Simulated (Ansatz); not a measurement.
# NHO+ (quartet): from Hartree-Fock to the top rungs, cc-pVTZ

The task here is to estimate one member of a computed series from the others.

Computed with Ansatz 0.2.0, Gaussian basis. Level: cc-pVTZ, core rule «outside noble gas», up to 2 orbitals frozen.

To be run: UHF; CCSD(T) on ROHF; CCSD(T) on UHF; BCCD(T) on ROHF; CCSDT(Q) on ROHF; CCSDT(Q) on UHF; CASSCF and MRCISD+Q, 11 electrons in 9 orbitals; CASSCF and NEVPT2, 11 electrons in 9 orbitals.

6 further runs of the same task are left out: 6 set aside as unsound or not needed.

## What is computed

The geometry is a PBE0/def2-TZVP stationary point (not a proven minimum) of the parent state, kept for this charge and spin.

3 atoms, charge 1, spin multiplicity 4.

Atoms are counted from 1 here; the program's logs count them from 0.

Bond lengths: N1–O2 1.213 Å, N1–H3 1.028 Å. Angles: O2–N1–H3 120.0°.

The first run:

Contents of in.yaml:

```yaml
crystal:
  periodic: [false, false, false]
  atoms:
    - {symbol: N, position_ang: [0.000000, -0.123149, 0.597204]}
    - {symbol: O, position_ang: [0.000000, 0.065186, -0.601149]}
    - {symbol: H, position_ang: [0.000000, 0.676603, 1.243294]}
basis:
  gaussian: {orbitals: cc-pVTZ}
total_charge: 1
magnetization: {spin_polarized: true, initial_magnetization: 3}
hamiltonian: {xc: hf}
output: {orbitals: {seedname: orbitals}}
```

The run is started by

```sh
> ansatz run in.yaml --threads 1 --pin off --events-out ev --progress --plain --max-ram 4096MiB --backend cpu
```

Steps of the session up to this table: UHF; CCSD(T) on ROHF; CCSD(T) on UHF; BCCD(T) on ROHF; CCSDT(Q) on ROHF; CCSDT(Q) on UHF; CASSCF and MRCISD+Q, 11 electrons in 9 orbitals; CASSCF and NEVPT2, 11 electrons in 9 orbitals.

One of the session's tables, all rows but one given; the rest of the session is left out.

| method | from UCCSDT(Q) (meV) |
| --- | --- |
| ROHF | +9816.9 |
| UHF | +9460.2 |
| RMP2 | +979.2 |
| UMP2 | +1027.7 |
| RCCSD | +334.8 |
| UCCSD | +323.4 |
| RCCSD(T) | +35.9 |
| UCCSD(T) | +34.2 |
| BCCD(T) | +36.4 |
| RCCSDT | +16.3 |
| UCCSDT | +12.7 |
| RCCSDT(Q) | ? |
| UCCSDT(Q) | 0 |
| CASSCF valence | +7874.7 |
| NEVPT2 valence | +1208.6 |
| MRCISD valence | +540.8 |
| MRCISD+Q valence | +104.2 |

Q: Estimate the row for RCCSDT(Q) from the others.

As computed: from UCCSDT(Q) (meV): +4.9. In the column «from UCCSDT(Q) (meV)» it lies between UCCSDT(Q) (0) and UCCSDT (+12.7).

Some runs used a GPU and others CPU threads alone; cost is compared among the CPU runs only.

To keep in mind: Of the multireference levels listed MRCISD+Q valence comes nearest in total energy (+104.2 meV), which doesn't show that its space is the better one. Restricted and unrestricted rows rest on different reference determinants; where their highest levels disagree by more than a few hundredths of an eV, they describe different states and don't form one ladder.
